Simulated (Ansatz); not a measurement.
# BFHS radical (SMILES FB[S]): single points off equilibrium

The task here is to estimate one member of a computed series from the others.

Computed with Ansatz 0.2.0, Gaussian basis. Level: single points in def2-TZVPP.

Cores are frozen in the correlated methods. Orbitals are unrestricted.

## The system as given

SMILES `FB[S]`, 4 atoms, charge 0, spin multiplicity 2.

Atoms are counted from 1 here; the program's logs count them from 0.

Bond lengths: F1–B2 1.367 Å, B2–S3 1.663 Å, B2–H4 1.323 Å. Angles: F1–B2–S3 137.2°, F1–B2–H4 115.6°, S3–B2–H4 106.5°.

As a file:

```xyz
4
charge 0, multiplicity 2
F     1.3114    0.6336   -0.3561
B     0.1572   -0.0384   -0.0654
S    -1.3804   -0.1481   -0.6897
H     0.1330   -0.6546    1.1050
```

The first run:

Contents of run/in.yaml:

```yaml
crystal:
  periodic: [false, false, false]
  atoms:
    - {symbol: F, position_ang: [1.311400, 0.633600, -0.356100]}
    - {symbol: B, position_ang: [0.157200, -0.038400, -0.065400]}
    - {symbol: S, position_ang: [-1.380400, -0.148100, -0.689700]}
    - {symbol: H, position_ang: [0.133000, -0.654600, 1.105000]}
basis:
  gaussian: {orbitals: def2-TZVPP}
magnetization: {spin_polarized: true, initial_magnetization: 1}
correlation: {method: ccsd_t}
scf: {omitted_lower_state_checks: [cluster_reference]}
output: {forces: true}
```

The command line of these runs was not kept.

Steps of the session up to this table: CCSD(T)/def2-TZVPP; PBE0-D4/def2-TZVPP; wB97M-V/def2-TZVPP; r2SCAN-D4/def2-TZVPP; PBE-D4/def2-TZVPP; BHLYP-D4/def2-TZVPP; r2SCANh-D4/def2-TZVPP.

One table of the session follows, with a row left open; its other results are not shown here.

| method | RMS force component (eV/Å) | angle to CCSD(T) forces (°) | dipole (D) |
| --- | --- | --- | --- |
| CCSD(T) | 1.705 | reference | 0.99 |
| PBE0-D4 | 1.537 | 6.6 | 0.85 |
| wB97M-V | 1.553 | 3.3 | 0.89 |
| r2SCAN-D4 | 1.459 | 6.1 | 0.73 |
| PBE-D4 | ? | ? | ? |
| BHLYP-D4 | 1.767 | 7.3 | 1.01 |
| r2SCANh-D4 | 1.527 | 7.0 | 0.79 |

Estimate the missing values for PBE-D4.

The run gave: RMS force component (eV/Å): 1.319; angle to CCSD(T) forces (°): 5.2; dipole (D): 0.69. In the column «RMS force component (eV/Å)» it is the lowest.
